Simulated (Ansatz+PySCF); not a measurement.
The numbers below are computed, except where a source is named.
## PySCF 2.14.0 run

```python
from pyscf import gto, scf

mol = gto.M(atom="""
C 0.670700 0.777790 -0.007810
C -0.676600 0.778600 -0.000850
C -0.666630 -0.783990 0.009910
C 0.658620 -0.781600 -0.003470
H 1.447150 1.546080 0.003030
H -1.446040 1.546840 -0.005670
H -1.438910 -1.543650 0.002220
H 1.437790 -1.544840 -0.004540
""", basis='def2-svp', charge=0, spin=0)
mf = scf.RHF(mol)
mf.init_guess = 'minao'
mf.kernel()
while True:  # follow internal instabilities
    mo, _, stable, _ = mf.stability(return_status=True)
    if stable: break
    mf.kernel(mf.make_rdm1(mo, mf.mo_occ))
print(mf.converged, mf.e_tot, mf.spin_square()[0])
```

The script is written out from the run's settings.

The run gave:

```json
{
  "Converged": "yes",
  "Total energy": "-153.52823 hartree",
  "Spin squared of the determinant": "0.000"
}
```

Caution: an unrestricted determinant lies well below.
